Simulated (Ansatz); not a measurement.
**CH₃BF+ (SMILES B[CH+]F): functionals against CCSD(T) at one geometry**

An exercise on one series of results from a longer session: the logs are not shown, and one member is left open.

Method: single points in def2-TZVPP; program: Ansatz 0.2.0, Gaussian basis.

Correlated methods freeze the cores.

**Starting geometry**

SMILES `B[CH+]F`, 6 atoms, charge 1, spin multiplicity 1.

Atoms are counted from 1 here; the program's logs count them from 0.

Bond lengths: B1–C2 1.374 Å, B1–H4 0.956 Å, B1–H5 1.244 Å, C2–F3 1.246 Å, C2–H6 1.001 Å. Angles: C2–B1–H4 134.5°, C2–B1–H5 125.9°, H4–B1–H5 99.2°, B1–C2–F3 134.9°, B1–C2–H6 100.2°, F3–C2–H6 117.6°.

As a file:

```
B    -0.5958    0.1251   -0.3391
C     0.5766    0.0103    0.3686
F     1.5757   -0.7317    0.3023
H    -1.4282   -0.3441   -0.3366
H    -0.7797    0.8526   -1.3311
H     0.2611    0.2829    1.2786
```

The first run:

Input file run/in.yaml:

```yaml
crystal:
  periodic: [false, false, false]
  atoms:
    - {symbol: B, position_ang: [-0.595800, 0.125100, -0.339100]}
    - {symbol: C, position_ang: [0.576600, 0.010300, 0.368600]}
    - {symbol: F, position_ang: [1.575700, -0.731700, 0.302300]}
    - {symbol: H, position_ang: [-1.428200, -0.344100, -0.336600]}
    - {symbol: H, position_ang: [-0.779700, 0.852600, -1.331100]}
    - {symbol: H, position_ang: [0.261100, 0.282900, 1.278600]}
basis:
  gaussian: {orbitals: def2-TZVPP}
total_charge: 1
correlation: {method: ccsd_t}
output: {forces: true}
```

No record of the launch command was kept for these runs.

Steps of the session up to this table: CCSD(T)/def2-TZVPP; PBE0-D4/def2-TZVPP; wB97M-V/def2-TZVPP; r2SCAN-D4/def2-TZVPP; PBE-D4/def2-TZVPP; HSE06-D4/def2-TZVPP; BHLYP-D4/def2-TZVPP.

One of the session's tables, all rows but one given; the rest of the session is left out.

```
   method  RMS force component (eV/Å)  angle to CCSD(T) forces (°)
  CCSD(T)                       3.855                    reference
  PBE0-D4                       3.858                          4.3
  wB97M-V                       3.786                          2.2
r2SCAN-D4                       3.811                          5.7
   PBE-D4                       3.819                          8.2
 HSE06-D4                       3.858                          4.4
 BHLYP-D4                           ?                            ?
```

Q: Estimate the row for BHLYP-D4 from the others.

**Answer.** RMS force component (eV/Å): 3.852; angle to CCSD(T) forces (°): 4.5. In the column «RMS force component (eV/Å)» it lies between PBE-D4 (3.819) and CCSD(T) (3.855).
